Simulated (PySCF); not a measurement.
Compound: N₂O.
Numbering: `[N:1]#[N+:2][O-:3]`

All values: PBE0/pcSseg-1 and CAM-B3LYP/def2-SVPD (PySCF, non-relativistic), on one gas-phase PBE0-D3(BJ)/def2-SVP geometry that isn't relaxed in the solvent. The solvent is an IEF-PCM continuum (cavity from Bondi-type radii × 1.2). Specific hydrogen bonds and non-electrostatic terms are outside this model.

Gas phase at PBE0/pcSseg-1: HOMO -9.82 eV, LUMO -0.25 eV, dipole 0.05 D.

**Question.** What does the continuum do to the energy, the frontier levels and the dipole at PBE0/pcSseg-1 in chloroform, acetone and dimethylsulfoxide?

**Answer.** 
```
          solvent      ε  E(solvent) − E(gas) (kcal/mol)  polarisation term (kcal/mol)  distortion of the solute (kcal/mol)  HOMO (eV)  LUMO (eV)  dipole (D)
       chloroform  4.711                           -1.36                         -1.44                                 0.08      -9.70      -0.13        0.06
          acetone  20.49                           -1.83                         -1.96                                 0.13      -9.67      -0.09        0.06
dimethylsulfoxide  46.83                           -1.91                         -2.06                                 0.15      -9.66      -0.09        0.06
```

The polarisation term is half the interaction of the solute with the surface charges that it induces; the rest is the cost of distorting the solute's density. The sum is the electrostatic part of solvation alone. From chloroform to dimethylsulfoxide the lowering changes by a factor 1.40, Onsager's factor (ε − 1)/(2ε + 1) by 1.36 and ε itself by 9.9.

**Question.** Which Hirshfeld charges (PBE0/pcSseg-1) respond most in acetone (means over atoms taken as equivalent)?

**Answer.** 
```tsv
atoms	environment	gas (e)	solvent (e)	change
N2	nitrogen bonded to N and O	+0.223	+0.238	+0.015
O3	oxygen bonded to N	-0.135	-0.143	-0.008
N1	nitrogen bonded to N	-0.088	-0.095	-0.007
```

**Question.** Which Mayer bond orders change most in acetone?

**Answer.** 
| bond | length (Å) | gas | solvent | change |
| --- | --- | --- | --- | --- |
| N1–N2 | 1.126 | 2.230 | 2.260 | +0.030 |
| N2–O3 | 1.173 | 1.649 | 1.655 | +0.006 |

**Question.** How do the nuclear quadrupole coupling constants eQVzz/h respond in acetone?

**Answer.** 
| nucleus | Q (barn) | gas (MHz) | solvent (MHz) | η gas | η solvent |
| --- | --- | --- | --- | --- | --- |
| 14N at N1 | 0.02044 | -0.68 | -0.64 | 0.00 | 0.00 |
| 17O at O3 | -0.0256 | -12.88 | -12.90 | 0.00 | 0.00 |

Gas phase at CAM-B3LYP/def2-SVPD: HOMO -11.32 eV, LUMO 0.74 eV, dipole 0.15 D.

**Question.** What does the continuum do to the energy, the frontier levels and the dipole at CAM-B3LYP/def2-SVPD in chloroform and acetone?

**Answer.** 
| solvent | ε | E(solvent) − E(gas) (kcal/mol) | polarisation term (kcal/mol) | distortion of the solute (kcal/mol) | HOMO (eV) | LUMO (eV) | dipole (D) |
| --- | --- | --- | --- | --- | --- | --- | --- |
| chloroform | 4.711 | -1.42 | -1.51 | 0.09 | -11.20 | 0.86 | 0.18 |
| acetone | 20.49 | -1.91 | -2.07 | 0.16 | -11.17 | 0.90 | 0.19 |

**Question.** How does the static polarisability (CAM-B3LYP/def2-SVPD, frozen core, with the continuum's full static response) change?

**Answer.** 
```csv
medium,isotropic (au),principal values (au),⟨r²⟩ of the electrons (bohr²)
gas,18.6,"12.5, 12.5, 30.7",108.0
chloroform,22.0,"14.2, 14.2, 37.7",108.2
acetone,23.2,"14.8, 14.8, 40.1",108.3
```

The isotropic value in acetone is 1.25 times the gas-phase one; no cavity-field correction is applied. ⟨r²⟩ is taken about the centre of nuclear charge.

The run took 0.82 s on one thread of an Intel Xeon Platinum 8375C at 2.90 GHz, shared host with 64 logical CPUs at a one-minute load of 28, and the process peaked at 0.28 GiB of memory. This is the whole shielding run at PBE0/pcSseg-1 in dimethylsulfoxide, SCF included.
